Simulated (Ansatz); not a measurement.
**Bi (model structure, started from the hcp type, P6₃/mmc, No. 194, 2 atoms in the cell): properties by level of theory**

| level (code) | lattice parameter a (Å) | lattice parameter c (Å) |
|---|---|---|
| PBE (Ansatz) | 3.525 | 5.894 |
| PBEsol (Ansatz) | 3.470 | 5.778 |
| r²SCAN (Ansatz) | 3.501 | 5.887 |

Ansatz's density-functional and Hartree–Fock values are scalar-relativistic unless marked +SOC, with PAW data made under PBE.

Static lattice: no zero-point or thermal effects.

A model structure was made by putting elements into a prototype or built by hand; it is no filed structure, need not be a known phase, and can be a saddle point held by its symmetry.

Ansatz is a program for electronic structure.
